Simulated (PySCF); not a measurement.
Run record: geometry optimisation, `FP(F)F`.

Computed with PBE0-D3(BJ)/def2-SVP geometry optimisation, gas phase (PySCF 2.14.0). Start geometry: GFN2-xTB. The input is one job of a driver script: a line of settings, then coordinates in Å.

Command:
```bash
OMP_NUM_THREADS=1 python probes_run.py task.json out
```

Input:
```
{"job": {"xc": "PBE0", "basis": "def2-SVP", "d3": "d3bj", "grid": 1, "kind": "geom"}, "charge": 0, "multiplicity": 1}
F     -0.836545    -1.054774    -0.220351
P      0.002197     0.000958     0.636824
F      1.336717    -0.197610    -0.219369
F     -0.492135     1.256199    -0.219958
```

Output:
```
step   0  E = -640.20697542  max force = 0.027392
step   1  E = -640.19918544  max force = 0.060204
step   2  E = -640.20629057  max force = 0.035484
step   3  E = -640.20898591  max force = 0.005578
step   4  E = -640.20922813  max force = 0.003611
step   5  E = -640.20927864  max force = 0.000270
step   6  E = -640.20927859  max force = 0.000235
optimisation converged
```

Energies in Eh; «max force» is the largest Cartesian gradient component in Eh/bohr.

How much energy does the optimisation release, in kJ/mol?

E(step 0) − E(last step) = 0.002303 Eh, which is 6.0 kJ/mol.

At which steps does the energy rise by more than 1e-5 Eh?

At step 1 (+7.79 mEh).

Summary of the converged run: final energy -640.20928 Eh after 6 steps; dipole 1.30 D.

Give the final coordinates.

0.040 Å rms from the input after alignment:
```
atom  x, y, z in Å
F1    -0.6358   -1.2007    0.3090
P2     0.4588   -0.2256   -0.3219
F3    -0.5532    0.8002   -1.0080
F4     0.7529    0.6269    0.9948
```

How long does this job take on Arm Neoverse V2, one thread, no GPU, on a shared host?

About 5.9 s.
Labels such as C1 count atoms from 1, the log's own numbers from 0.
